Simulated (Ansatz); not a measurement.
For corundum Cr2O3, LDA in Ansatz (PAW) gives:

* **band gap at the measured cell (atoms relaxed with PBEsol)**: 1.19 eV
* **magnetic moment**: 1.88 μB

Question: What does HSE06 (plane waves, PAW; Ansatz, an electronic-structure program) give for the same quantities?

Answer: 
- band gap at the measured cell (atoms relaxed with PBEsol): 4.49 eV (increases by 3.30 eV)
- magnetic moment: 2.42 μB (goes up by 0.54 μB)

For comparison: band gap 3.3 ± 0.1 eV (measured, temperature not stated, not corrected to a static lattice, middle of the range; as tabulated in Medasani et al. (2019), arXiv:1904.04625).

Changes are worked out from the printed values.

Unless a cell is named, each level is at its own relaxed cell.

Density-functional gaps are differences of (generalised) Kohn–Sham levels.

Spin-polarised runs: LDA (opposed moments), HSE06 (opposed moments).

Ansatz's density-functional and Hartree–Fock values are scalar-relativistic unless marked +SOC, with PAW data made under PBE.
